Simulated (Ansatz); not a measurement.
Worked example: a bond strength in SiH3 (silyl radical)

SiH3 has 4 atoms, charge 0, and is taken as a doublet. SMILES: `[SiH3]`. The shape was relaxed beforehand at B3LYP/def2-SVP.

```csv
atom,x (Å),y (Å),z (Å)
Si,0.2984,-0.0273,-0.1666
H,0.5599,0.6677,1.1285
H,-0.2260,-1.4064,0.0610
H,-0.6323,0.7660,-1.0229
```

Wanted: the dissociation energy of the H4–Si1 bond into doublet H and singlet SiH2 (shapes relaxed at B3LYP/def2-SVP, no zero-point term). 1 Eh = 2625.50 kJ/mol = 27.2114 eV. Totals in Eh; open shells run unrestricted unless said.

| level | program | SiH3 | doublet H | singlet SiH2 |
| --- | --- | --- | --- | --- |
| USVWN5/def2-TZVPP | Ansatz | -290.036359 | -0.478344 | -289.429337 |
| UBLYP/def2-TZVPP | Ansatz | -291.228512 | -0.497552 | -290.615136 |
| UPBE0-D4/def2-TZVPP | Ansatz | -291.110253 | -0.501036 | -290.487091 |

Problem. Work out the dissociation energy at each level.

Solution. 
1. USVWN5/def2-TZVPP: (-0.478344) + (-289.429337) − (-290.036359) = 0.128678 Eh = 337.8 kJ/mol = 3.50 eV.
2. UBLYP/def2-TZVPP: (-0.497552) + (-290.615136) − (-291.228512) = 0.115824 Eh = 304.1 kJ/mol = 3.15 eV.
3. UPBE0-D4/def2-TZVPP: (-0.501036) + (-290.487091) − (-291.110253) = 0.122126 Eh = 320.6 kJ/mol = 3.32 eV.

The levels span 304 to 338 kJ/mol; no measured value is set beside them. A fragment with an even electron count was run as a singlet and may have a lower triplet. A bond enthalpy at 298 K also holds the loss of zero-point energy and thermal terms.
